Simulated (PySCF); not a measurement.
Question: Give a PBE0-D3(BJ)/def2-SVP geometry of N-methylformamide (`C(NC)=O`).

Answer: 
```
atom  x, y, z in Å
C1    -1.1050   -0.1167    0.0814
N2     0.2772   -0.4678   -0.1127
C3     1.2811    0.4405   -0.0350
O4     1.1452    1.6180    0.2029
H5    -1.1442    0.9596    0.2953
H6    -1.5475   -0.6616    0.9307
H7    -1.7083   -0.3188   -0.8185
H8     0.5226   -1.4255   -0.3254
H9     2.2790   -0.0277   -0.2187
```

Orientation and origin are arbitrary. Atoms count from 1 in this order. N2 (amide nitrogen) is planar (angles 122.7°, 119.5° and 117.8°, sum 360.0°, 0.00 Å off the plane of its three neighbours). Of the pairs four or more bonds apart, O4···H5 is among the closest relative to their van der Waals radii: 2.38 Å, 88 % of the sum of Bondi's values. The 4 heavy atoms lie in one plane (0.001 Å rms). The 2 C–N bonds span 1.356 Å (N2–C3, drawn single) to 1.439 Å (C1–N2, drawn single), a spread of 0.083 Å.

Bonds between heavy atoms (Å): C1–N2 1.439, N2–C3 1.356, C3=O4 1.209.

The calculation used PBE0-D3(BJ)/def2-SVP geometry optimisation, gas phase in PySCF.

Point group: Cs (every atom within 0.08 Å of its image). Stationary, but not proved a minimum. One conformer, not necessarily the lowest (C1–N2–C3–O4 0°).

Hardware: one thread of an Arm Neoverse V1, on a shared host. Cost: 29 s wall. This is the geometry optimisation.
